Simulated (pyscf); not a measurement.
`[OH][SiH3]` + `[SiH4]` → `[SiH3][SiH3]` + `[OH2]`, a four-centre exchange (singlet surface; O–Si, H–Si broken, Si–Si, H–O formed). Single points on ωB97X-D3(BJ)/def2-SVP structures (PySCF, gas phase). MP2 and CC: frozen core, UHF for open shells. ΔMP2 is the change of the MP2 total energy from the triple- to the quadruple-zeta basis. Energies in kcal/mol from the separated reactants.

Small-basis levels: PySCF, no dispersion term, spherical d functions. AM1 to PM7: differences of heats of formation from MOPAC, which are fitted to 298 K values and so differ in kind from electronic energies by zero-point and thermal terms. Cost: rough CPU time at the saddle relative to B3LYP/6-31G*, from one job on a shared machine.

```csv
level,barrier,reaction energy,cost
BP86/6-31G*,…,+18.8,1
B3LYP/3-21G,45.9,+23.9,0.7
M06-2X/6-31G*,59.5,+22.6,2
PBE/def2-SVP,46.3,+16.3,1
B3LYP/def2-SVP,58.8,+21.1,1
PM3,45.6,+14.9,under 0.02
PM6,64.1,+22.7,under 0.02
CCSD(T)/def2-TZVPP + ΔMP2(QZVPP),…,+19.3,–
```

Question: Some entries are withheld; supply them.

Answer: 
- BP86/6-31G*, barrier: 52.2
- CCSD(T)/def2-TZVPP + ΔMP2(QZVPP), barrier: 61.8

Against the last row the barrier runs from -16.2 (PM3) to +2.3 kcal/mol (PM6); PM6 happens to lie closest here (2.3 kcal/mol apart). CCSD(T)/def2-TZVPP + ΔMP2(QZVPP) has limits of its own. This is the saddle that the search found; another between the same sides may lie lower. The CCSD(T) − MP2 part came from Ansatz, without density fitting, on the same reference.
